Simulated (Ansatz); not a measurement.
CH7AlO (`C[OH+][AlH3-]`). The species carries charge 0 and has multiplicity 1.

Cartesian coordinates in Å:
```
C -0.546 0.700 -1.081
O -0.723 -0.107 0.091
Al 0.879 -0.833 1.019
H -1.509 0.853 -1.568
H -0.080 1.653 -0.824
H 0.113 0.137 -1.739
H -1.343 0.303 0.702
H 1.731 0.519 1.166
H 1.373 -1.874 -0.087
H 0.106 -1.352 2.321
```

Task: Give the diagnostics of a CCSD(T)/def2-TZVPP run (frozen core, the Gaussian-basis code of Ansatz). (An estimate is asked.)

Result: Ansatz gave: T1 = 0.0091, largest single amplitude 0.008, largest double 0.019, (T) share of the correlation energy 2.9 %, 8 CCSD cycles. The RHF solution is stable towards an unrestricted one. T1 lies under the customary mark of 0.02 for closed shells.
